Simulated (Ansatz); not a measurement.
The same path of CH6Si + H2O (11 atoms, charge 0, multiplicity 1) was run twice with different band settings. Lost on the way: Si1–H2, H6–O7. Made: Si1–O7, H2–H6.

Level of theory: RKS revPBE/def2-SVP in Ansatz.

Relaxed end points:

```xyz
11
Properties=species:S:1:pos:R:3
Si -0.162 0.055 0.203
H 0.883 -0.912 -0.298
H -1.506 -0.347 -0.337
H 0.190 1.435 -0.285
C -0.182 0.031 2.105
H 0.418 -0.895 -2.893
O 0.074 -0.005 -3.095
H -0.937 0.742 2.500
H -0.433 -0.980 2.488
H 0.806 0.318 2.519
H 0.848 0.557 -2.906
```

```xyz
11
Properties=species:S:1:pos:R:3
Si -0.627 0.858 0.009
H 1.328 -2.740 -2.332
H -2.009 0.367 -0.360
H -0.682 2.368 0.054
C -0.101 0.168 1.680
H 1.171 -2.074 -1.985
O 0.529 0.335 -1.122
H -0.813 0.486 2.470
H -0.077 -0.941 1.662
H 0.909 0.532 1.957
H 0.374 0.641 -2.033
```

Common settings: movable images 9; climbing image yes; spring 5.0 eV/Å²; start path through a guess of the saddle point; force threshold 0.05 eV/Å; iteration limit 60; end points relaxed.

| run | optimiser |
| --- | --- |
| 1 | quadratic models (default) |
| 2 | lbfgs |

(1) What does each run give, and how far can it be trusted?

Results:

(1) Run 1: converged after 26 iterations, highest image 1.535 eV above the first end. Neighbouring images differ by up to 1.4 eV, so the band resolves the path poorly. A vibrational analysis at the climbing image gives one clearly imaginary mode, 1084i cm⁻¹: a first-order saddle point.
Run 2: not converged after 60 iterations, highest image 1.547 eV above the first end. The band didn't meet its force threshold, so its energies are provisional: the largest band force was still 0.11 eV/Å, and over the last iterations the top stayed at 1.55 eV.
The orbitals stay closed-shell, which can raise the energy where a bond breaks towards radicals; this wasn't checked here.
